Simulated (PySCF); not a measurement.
**Cl2 under electron impact: the energy ladder**

PBE0 in PySCF with def2-TZVPPD on every atom, for the lowest determinant that a PBE0 search found; no spin–orbit coupling.

```
species  state (unpaired electrons)  Re (Å)  ωe (cm⁻¹)  energy of the minimum from the neutral (eV)  De (eV)  dissociates to
    Cl2      singlet (closed shell)   1.980        581                                         0.00     2.59         Cl + Cl
   Cl₂⁺               doublet (π ↑)   1.883        679                                        11.32     4.23        Cl⁺ + Cl
   Cl₂⁻               doublet (σ ↑)   2.624        227                                        -2.53     1.54        Cl + Cl⁻
```

**Question.** Work out the lowest energy to break Cl2 into atoms, from its vibrational ground state.

**Answer.** D0 = De − ωe/2 = 2.59 − 0.04 = 2.55 eV (PBE0/def2-TZVPPD).

**Question.** Work out the ionisation energy of the Cl atom at this level and the threshold of dissociative ionisation.

**Answer.** IE(Cl) = 11.32 + 4.23 − 2.59 = 12.96 eV, so Cl⁺ + Cl + e⁻ appears at D0 + IE(Cl) = 15.51 eV (PBE0/def2-TZVPPD). The measured IE(Cl) is 12.968 eV (NIST ASD).

**Question.** Work out the electron affinity of the Cl atom and the threshold of dissociative attachment.

**Answer.** EA(Cl) = 2.59 − 1.54 − (-2.53) = 3.58 eV, so Cl + Cl⁻ needs D0 − EA(Cl) = -1.03 eV (negative: it is exothermic at zero electron energy) (PBE0/def2-TZVPPD). The measured EA(Cl) is 3.613 eV.

**Question.** At which energy does ion-pair formation open?

**Answer.** Cl⁺ + Cl⁻ lies at D0 + IE(Cl) − EA(Cl) = 11.93 eV (PBE0/def2-TZVPPD).

These are thermodynamic thresholds; the onsets seen under electron impact lie higher where the geometry changes, and cross-sections peak well above them.

States were picked by a PBE0 search and need not be the measured ground states.
